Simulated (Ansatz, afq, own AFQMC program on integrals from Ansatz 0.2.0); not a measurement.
**SiH4, singlet: AFQMC among the cluster methods**

```xyz
5

Si    0.0000    0.0000    0.0000
H     0.8558    0.8587    0.8568
H    -0.8596   -0.8544    0.8574
H    -0.8547    0.8555   -0.8611
H     0.8584   -0.8599   -0.8531
```

Basis cc-pVTZ. Only valence electrons are correlated. AFQMC by an in-house program on the Cholesky factors that Ansatz 0.2.0 writes for its CCSD(T) run. ph-AFQMC/CISD is guided by a CISD state made of CCSD amplitudes; releasing the constraint for a short imaginary time cuts its bias at the price of noise, slowly where states lie close. Error bars are statistical, one sigma.

Determinant: RHF, the one that the program's search chose, which needn't be the lowest solution. The geometry is a PBE0/def2-TZVP stationary point of this or a neighbouring charge and spin state.

No full CI on the walks' own integrals is used here; CCSDT(Q) serves as the reference and is uncertain by about the last step of the cluster series.

Cautions: the ph-AFQMC/HF walk drifts between its halves (2.2 errors).

The T1 diagnostic is 0.0109. The weight of the determinant in the CISD state is 0.914. The size of the correlated space is 8 electrons in 85 orbitals.

Reference: CCSDT(Q), correlation energy -4.834 eV. The released energy is read at 2.40 1/Eh (meV from the phaseless value at times in 1/Eh: -1.7 ± 2.2 at 0.24, -4.8 ± 1.7 at 0.51, -3.3 ± 2.0 at 0.99, -0.9 ± 1.5 at 1.62, -1 ± 3 at 2.40).

```tsv
level	E − E(reference) (mEh)	share of correlation (%)
HF	177.66	0.00
MP2	34.48	80.59
CCSD	4.66	97.38
CCSD(T)	0.83	99.53
CCSDT	0.10	99.94
ph-AFQMC/HF	0.56 ± 0.85	99.68
ph-AFQMC/CISD	0.06 ± 0.08	99.97
released AFQMC	0.03 ± 0.09	99.98
```

A walk keeps the symmetry of its determinant, which the program's search chose and which needn't be the lowest solution, so a lower state of the same spin and another symmetry isn't excluded. Released energies are given only where the last usable release times agree within the noise; a slower fall can still hide under it.
